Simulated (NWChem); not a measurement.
Molecule: methylamine (CH5N); SMILES CN

```xyz
7

C     -0.0088    -0.6958     0.0000
N     -0.0944     0.7480     0.0000
H     -0.5301    -1.1014    -0.8817
H     -0.5301    -1.1014     0.8817
H      1.0146    -1.1279     0.0000
H      0.3796     1.1347    -0.8133
H      0.3796     1.1347     0.8133
```
Atoms are numbered in this order, from 1.

Results from NWChem. Structure relaxed at the PBE0/def2-SVP level. B3LYP is NWChem's, with the RPA form of VWN correlation. Vertical excitations in the gas phase; the lowest state need not have the same character in each row.

Problem. Among these, which level gives the highest value of “lowest excitation, singlet (eV)”?
A. B3LYP/aug-cc-pVDZ, full TDDFT
B. LDA (Slater exchange, VWN5)/aug-cc-pVDZ, full TDDFT
C. Hartree-Fock/aug-cc-pVDZ, TDHF
D. PBE/aug-cc-pVDZ, full TDDFT

Solution. C, Hartree-Fock/aug-cc-pVDZ, TDHF. Values: PBE/aug-cc-pVDZ, full TDDFT 4.81; LDA (Slater exchange, VWN5)/aug-cc-pVDZ, full TDDFT 4.87; B3LYP/aug-cc-pVDZ, full TDDFT 5.28; Hartree-Fock/aug-cc-pVDZ, TDHF 6.82
